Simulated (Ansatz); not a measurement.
Reaction: C2H7N (SMILES CCN) + H+ → C2H8N+ (SMILES CC[NH3+])
Each species at its own B3LYP-D3(BJ)/def2-TZVP minimum (Ansatz, a first-principles code), one conformer.

Quantity: proton affinity (electronic), positive where energy is released, in kJ/mol. Radicals and triplets start from unrestricted determinants; spin-orbit coupling is neglected. CBS(X,Y): correlation extrapolated as X^-3, Hartree-Fock from the larger set. A bracket is a step between two methods taken in the basis named. Functionals run without relativity, which enters their misses. Double hybrids freeze cores in their MP2 part. 'core' is core correlation in cc-pwCVTZ, 'X2C' scalar relativity in cc-pVTZ-DK, both at CCSD(T).

CCSD(T)/CBS(cc-pVTZ,cc-pVQZ) + [CCSDT(Q) - CCSD(T)]/cc-pVDZ + core + X2C (Ansatz) gives 947.7 kJ/mol.

Task: How far off this value is PBE/def2-TZVPD (Ansatz), in which direction, and which of these levels come nearer: r2SCAN/def2-TZVPD, wB97M-V/def2-TZVPD, B2PLYP/def2-TZVPD, CCSD(T)/CBS(cc-pVTZ,cc-pVQZ) + core + X2C?

Result: PBE gives 940.4 kJ/mol, 7.3 kJ/mol below it. Differences of the others: r2SCAN/def2-TZVPD (Ansatz) 0.8; wB97M-V/def2-TZVPD (Ansatz) -13.4; B2PLYP/def2-TZVPD (Ansatz) -5.3; CCSD(T)/CBS(cc-pVTZ,cc-pVQZ) + core + X2C (Ansatz) 0.2 kJ/mol. Nearer than PBE: r2SCAN/def2-TZVPD, B2PLYP/def2-TZVPD, CCSD(T)/CBS(cc-pVTZ,cc-pVQZ) + core + X2C.
